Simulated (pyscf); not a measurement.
H₂N–SiH: (SMILES N[SiH]) [singlet] + H₂O (SMILES O) -> H₂N–SiH: (SMILES N[SiH]) [singlet] + H₂O (SMILES O) (four-centre exchange; singlet surface; H–N, H–O broken, H–N, H–O formed). Optimised with ωB97X-D3(BJ)/def2-SVP in PySCF. MP2 and CC: frozen core, UHF for open shells. ΔMP2 is the change of the MP2 total energy from the triple- to the quadruple-zeta basis. Energies in kcal/mol from the separated reactants.

| level | barrier | reaction energy |
|---|---|---|
| r²SCAN/def2-TZVP | 46.3 | 0.0 |
| B3LYP-D3(BJ)/def2-TZVP | 49.6 | 0.0 |
| PBE0-D3(BJ)/def2-TZVP | ___ | 0.0 |
| M06-2X/def2-TZVP | 49.7 | 0.0 |
| ωB97M-D3(BJ)/def2-TZVP | 50.3 | 0.0 |
| HF/def2-TZVP | 72.2 | 0.0 |
| CCSD(T)/def2-TZVPP + ΔMP2(QZVPP) | ___ | 0.0 |

Some entries are withheld; supply them.


- PBE0-D3(BJ)/def2-TZVP, barrier: 47.2
- CCSD(T)/def2-TZVPP + ΔMP2(QZVPP), barrier: 53.3

Of the functionals in the table, ωB97M-D3(BJ) is closest to CCSD(T)/def2-TZVPP + ΔMP2(QZVPP) in the barrier (3.0 kcal/mol apart) and r²SCAN least close (7.0 kcal/mol); that level has limits of its own. On the reactant side the descent ends in a complex, 5.4 kcal/mol under the separated species and 57.1 kcal/mol under the saddle at ωB97X-D3(BJ)/def2-TZVP. On the product side the descent ends in a complex, 5.4 kcal/mol under the separated species and 57.1 kcal/mol under the saddle at ωB97X-D3(BJ)/def2-TZVP. The same reactants have a lower exit, to NH₃ + HO–SiH: [singlet] (barrier -0.4 kcal/mol at ωB97M-D3(BJ), against +50.3 kcal/mol here). One saddle was located; it need not be the lowest between these sides. The CCSD(T) − MP2 part came from Ansatz, without density fitting, on the same reference.
